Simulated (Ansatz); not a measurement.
# SiCO (triplet): wave-function methods side by side, cc-pVTZ

How much of the correlation energy of SiCO (triplet) does each wave-function method recover here?

Method: cc-pVTZ, core rule «outside noble gas», up to 7 orbitals frozen; program: Ansatz 0.2.0, Gaussian basis.

Plan: UHF; CCSD(T) on ROHF; CCSD(T) on UHF; BCCD(T) on ROHF; CCSDT(Q) on ROHF; CCSDT(Q) on UHF; CASSCF and NEVPT2, 14 electrons in 12 orbitals.

2 further runs of the same task are left out: 2 set aside as unsound or not needed.

**1. What is computed**

The geometry is a PBE0/def2-TZVP stationary point (not a proven minimum) of the parent state, kept for this charge and spin.

3 atoms, charge 0, spin multiplicity 3.

Atoms are counted from 1 here; the program's logs count them from 0.

Bond lengths: C1–O2 1.168 Å, O2–Si3 1.859 Å. Angles: C1–O2–Si3 180.0°.

**2. UHF**

in.yaml

```yaml
crystal:
  periodic: [false, false, false]
  atoms:
    - {symbol: C, position_ang: [0.000000, 0.000000, -1.398000]}
    - {symbol: O, position_ang: [0.000000, 0.000000, -0.230400]}
    - {symbol: Si, position_ang: [0.000000, 0.000000, 1.628400]}
basis:
  gaussian: {orbitals: cc-pVTZ}
magnetization: {spin_polarized: true, initial_magnetization: 2}
hamiltonian: {xc: hf}
output: {orbitals: {seedname: orbitals}}
```

Started as:

```
$ ansatz run in.yaml --threads 1 --pin off --events-out ev --progress --plain --max-ram 3968MiB --backend cpu
```

The runs that follow: CCSD(T) on ROHF; CCSD(T) on UHF; BCCD(T) on ROHF; CCSDT(Q) on ROHF; CCSDT(Q) on UHF; CASSCF and NEVPT2, 14 electrons in 12 orbitals.

**Question.** What will the summary of the whole plan be? Wanted: UCCSDT(Q) below the RHF energy; RMP2 from UCCSDT(Q); UMP2 from UCCSDT(Q); RCCSD from UCCSDT(Q); RCCSD(T) from UCCSDT(Q); UCCSD(T) from UCCSDT(Q); RCCSDT(Q) from UCCSDT(Q); NEVPT2 valence from UCCSDT(Q); T1 diagnostic.

**Answer**, as computed:

```
                         quantity          value
   UCCSDT(Q) below the RHF energy    -13.0201 eV
              RMP2 from UCCSDT(Q)  +118.2 kJ/mol
              UMP2 from UCCSDT(Q)  +123.3 kJ/mol
             RCCSD from UCCSDT(Q)   +69.4 kJ/mol
          RCCSD(T) from UCCSDT(Q)    +7.3 kJ/mol
          UCCSD(T) from UCCSDT(Q)    +7.6 kJ/mol
         RCCSDT(Q) from UCCSDT(Q)    +1.2 kJ/mol
    NEVPT2 valence from UCCSDT(Q)  +200.1 kJ/mol
levels within 1 kcal/mol (43 meV)      RCCSDT(Q)
                    T1 diagnostic          0.038
   effectively unpaired electrons           2.04
```

What this shows: RCCSD(T) misses by +7.3 kJ/mol, 0.6 % of the correlation energy. One determinant dominates. These misses are within one basis, not against nature; the frozen cores of restricted and unrestricted runs differ, which can shift their rows.
